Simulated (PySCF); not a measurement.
Cartesian coordinates in Å; atom numbers follow the order of the lines, from 1:
```xyz
11

C    -1.6799   -0.2886   -0.0011
N    -0.2565   -0.0870    0.0410
C     0.4446    1.0650   -0.0032
N     1.7341    0.8129    0.0562
C     1.7664   -0.5375    0.1389
N     0.5823   -1.1225    0.1320
H    -2.0162   -0.8044    0.9092
H    -2.1772    0.6872   -0.0697
H    -1.9510   -0.8967   -0.8756
H    -0.0278    2.0446   -0.0783
H     2.6890   -1.1138    0.2047
```

Geometry: PBE0-D3(BJ)/def2-SVP; GIAO shifts from PySCF 2.14, gas phase, non-relativistic, averaged over equivalent atoms.

At PBE0/6-31G (64 basis functions, 4.9 s wall time on 1 thread of an Arm Neoverse V1, shared host):
```csv
atoms,δ (ppm)
C5,147.0
C3,138.2
C1,35.8
N6,303.6
N4,265.5
N2,200.8
H11,7.94
H10,7.66
H7/H8/H9,3.87
```

References, each an isolated molecule treated in the same way: 13C (σref 199.54), 1H (σref 32.61) against TMS; 15N (σref 260.69) against NH3.

Task: Predict the values at PBE0/def2-SVP on the same geometry.

Result: 
| atoms | δ at PBE0/def2-SVP | change |
| --- | --- | --- |
| C5 | 148.2 | +1.2 |
| C3 | 138.9 | +0.7 |
| C1 | 34.3 | -1.5 |
| N6 | 309.2 | +5.6 |
| N4 | 273.0 | +7.5 |
| N2 | 213.5 | +12.7 |
| H11 | 7.45 | -0.49 |
| H10 | 7.30 | -0.36 |
| H7/H8/H9 | 3.52 | -0.35 |

Scale: 13C (193.72 ppm) and 1H (31.34 ppm) against TMS; 15N (269.84 ppm) vs NH3 (reference shieldings calculated alike).

The largest change is at N2 (pyrrole-type ring nitrogen). Cost: 109 basis functions, 7.7 s wall time on 1 thread of an Arm Neoverse V1, shared host. The order of the carbon signals is the same at both levels.

Experimental scales use liquid or dissolved standards, which lie at an offset from isolated NH3 (liquid NH3: subtract about 20 ppm). Unscaled 15N shifts of sp2 nitrogen come out 20 to 40 ppm too high even then.
